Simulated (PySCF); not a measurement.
Some computed properties have been withheld. Give your best values.

Species: acetylethylenimine, C4H7NO.
InChI=1S/C4H7NO/c1-4(6)5-2-3-5/h2-3H2,1H3

Conformer (atom-mapped SMILES and torsion angles): `[CH3:1][C:2](=[O:3])[N:4]1[CH2:5][CH2:6]1`: C1–C2–N4–C5 144°.

```tsv
property	level	value
point group	PBE0-D3(BJ)/def2-SVP	C1
rotational constants A, B, C	PBE0-D3(BJ)/def2-SVP	6.705, 3.145, 2.315 GHz
dipole moment	wB97X-D/def2-SVPD	3.53 D
HOMO energy	wB97X-D/def2-SVPD	?
LUMO energy	wB97X-D/def2-SVPD	?
lowest singlet excitation	TDDFT wB97X-D/def2-SVPD	5.31 eV (233 nm, f = 0.004)
strongest line among the 6 lowest singlet transitions	TDDFT wB97X-D/def2-SVPD	?
static isotropic polarisability	wB97X-D/def2-SVPD	?
electronic spatial extent ⟨r²⟩ about the centre of nuclear charge	wB97X-D/def2-SVPD	562 bohr²
```

The electronic properties come from PySCF, for the isolated species, density fitting. Isolated species at its PBE0-D3(BJ)/def2-SVP geometry (one conformer only).

**Question.** The static isotropic polarisability?

**Answer.** 58.0 au.

**Question.** What is the HOMO energy?

**Answer.** -9.28 eV.

**Question.** Give the strongest line among the 6 lowest singlet transitions.

**Answer.** S2 at 6.96 eV (178 nm, f = 0.164).

**Question.** Give the LUMO energy.

**Answer.** 1.80 eV.

The rotational constants make it an asymmetric top with κ = (2B − A − C)/(A − C) = -0.62, nearer the prolate limit (−1). The polarisability is 8.60 Å³ as a volume (1 au = 0.148185 Å³), or 1.26 au for each of the 46 electrons. With B = h/(8π²I), that is 505.379 GHz u Å² over I, the principal moments of inertia are 75.4, 160.7 and 218.3 u Å² (most abundant isotopes); the inertial defect Ic − Ia − Ib is -17.8 u Å² (zero for a rigid planar frame, negative otherwise). In wavenumbers S1 is 42800 cm⁻¹ (1 eV = 8065.54 cm⁻¹). The principal polarisabilities are 45.9, 60.7 and 67.5 au; their mean is the isotropic value. A dipole of 3.53 D is allowed in C1, and pure rotational transitions are dipole-allowed.
